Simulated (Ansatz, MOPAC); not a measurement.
Enthalpy of formation at 298 K: 6 cases among small inorganics of H, N, O, F and Cl, in kcal/mol, species as SMILES. Terms: no spin-orbit coupling; no dispersion term unless named; UHF or UKS for open shells; non-relativistic; 6-31G* and kin with 6d, 5d where marked; PM7 with its own dispersion and hydrogen-bond terms; frozen cores in correlated levels. Ab initio and DFT rows: single points at B3LYP-D3(BJ) geometries (Ansatz, an electronic-structure program), with unscaled harmonic terms from B3LYP/6-31G* (Ansatz) at its own minima, enthalpies of formation by atomisation with measured atoms. Semi-empirical rows: MOPAC heats of formation at their own minima for 298 K. The Hartree-Fock reference of FF is unstable towards a lower, spin-broken solution.

Measured values: Active Thermochemical Tables 1.112 (ions: stationary electron), as tabulated in the package chemicals; they hold spin-orbit and core effects, anharmonicity. 

```json
[
 {"species": "Cl (HCl)", "atoms": "2", "measured": "-22.0", "error of B3LYP/6-31G* (Ansatz)": "6.5", "error of PM3 (MOPAC)": "1.5", "error of PM7 (MOPAC)": "1.5", "error of MP2/3-21G (Ansatz)": "31.4", "error of r2SCAN-D4/def2-TZVPD (Ansatz + dftd4)": "0.4", "error of B2PLYP-D3(BJ)/def2-TZVPD (Ansatz + dftd3)": "2.2"},
 {"species": "FF", "atoms": "2", "measured": "0.0", "error of B3LYP/6-31G* (Ansatz)": "-3.7", "error of PM3 (MOPAC)": "-21.7", "error of PM7 (MOPAC)": "-15.9", "error of MP2/3-21G (Ansatz)": "8.6", "error of r2SCAN-D4/def2-TZVPD (Ansatz + dftd4)": "-0.2", "error of B2PLYP-D3(BJ)/def2-TZVPD (Ansatz + dftd3)": "3.0"},
 {"species": "[H][H] (H2)", "atoms": "2", "measured": "0.0", "error of B3LYP/6-31G* (Ansatz)": "-0.1", "error of PM3 (MOPAC)": "-13.4", "error of PM7 (MOPAC)": "-32.0", "error of MP2/3-21G (Ansatz)": "16.9", "error of r2SCAN-D4/def2-TZVPD (Ansatz + dftd4)": "2.3", "error of B2PLYP-D3(BJ)/def2-TZVPD (Ansatz + dftd3)": "2.1"},
 {"species": "OCl (HOCl)", "atoms": "3", "measured": "-18.4", "error of B3LYP/6-31G* (Ansatz)": "10.7", "error of PM3 (MOPAC)": "-15.9", "error of PM7 (MOPAC)": "-4.7", "error of MP2/3-21G (Ansatz)": "60.5", "error of r2SCAN-D4/def2-TZVPD (Ansatz + dftd4)": "0.6", "error of B2PLYP-D3(BJ)/def2-TZVPD (Ansatz + dftd3)": "4.2"},
 {"species": "OO (H2O2) [hydrogen peroxide]", "atoms": "4", "measured": "-32.4", "error of B3LYP/6-31G* (Ansatz)": "10.5", "error of PM3 (MOPAC)": "-8.4", "error of PM7 (MOPAC)": "2.2", "error of MP2/3-21G (Ansatz)": "76.8", "error of r2SCAN-D4/def2-TZVPD (Ansatz + dftd4)": "2.2", "error of B2PLYP-D3(BJ)/def2-TZVPD (Ansatz + dftd3)": "6.6"},
 {"species": "N (NH3)", "atoms": "4", "measured": "-10.9", "error of B3LYP/6-31G* (Ansatz)": "8.1", "error of PM3 (MOPAC)": "7.8", "error of PM7 (MOPAC)": "6.6", "error of MP2/3-21G (Ansatz)": "71.0", "error of r2SCAN-D4/def2-TZVPD (Ansatz + dftd4)": "5.5", "error of B2PLYP-D3(BJ)/def2-TZVPD (Ansatz + dftd3)": "4.1"}
]
```

```json
[
 {"level": "B3LYP/6-31G* (Ansatz)", "cases": "6", "mean signed error": "5.33", "mean absolute error": "6.60", "median absolute error": "7.30", "largest absolute error": "10.7"},
 {"level": "PM3 (MOPAC)", "cases": "6", "mean signed error": "-8.35", "mean absolute error": "11.45", "median absolute error": "10.90", "largest absolute error": "21.7"},
 {"level": "PM7 (MOPAC)", "cases": "6", "mean signed error": "-7.05", "mean absolute error": "10.48", "median absolute error": "5.65", "largest absolute error": "32.0"},
 {"level": "MP2/3-21G (Ansatz)", "cases": "6", "mean signed error": "44.20", "mean absolute error": "44.20", "median absolute error": "45.95", "largest absolute error": "76.8"},
 {"level": "r2SCAN-D4/def2-TZVPD (Ansatz + dftd4)", "cases": "6", "mean signed error": "1.80", "mean absolute error": "1.87", "median absolute error": "1.40", "largest absolute error": "5.5"},
 {"level": "B2PLYP-D3(BJ)/def2-TZVPD (Ansatz + dftd3)", "cases": "6", "mean signed error": "3.70", "mean absolute error": "3.70", "median absolute error": "3.55", "largest absolute error": "6.6"}
]
```

B3LYP/6-31G* lies above in 4 of 6 cases and within 2 kcal/mol in 1; mean signed error 5.33 kcal/mol, mean absolute 6.60 kcal/mol (3.43 over the 3 cases of up to 2 atoms, 9.77 over the larger). These figures hold for the species listed.

How the rows were picked: cases drawn at random among the computed members of the class that have a tabulated value. The batch they came from held 14 cases of this property in the class: 14 with a tabulated value, 0 with clean coupled cluster alone, 0 with neither, which enter no statistics. The levels are drawn from those run on every case listed, the commonest habits more often. No case is left out for the size of its miss. Left out are saddle points of the reference geometry, anions that the best level run finds unbound, excited spin states, species near biochemistry, 298 K rows of species without real B3LYP wavenumbers, cases with under five habitual levels, runs that failed or that the program found above a lower state of the same kind, table entries that another table contradicts, and a share of species set aside by lot.
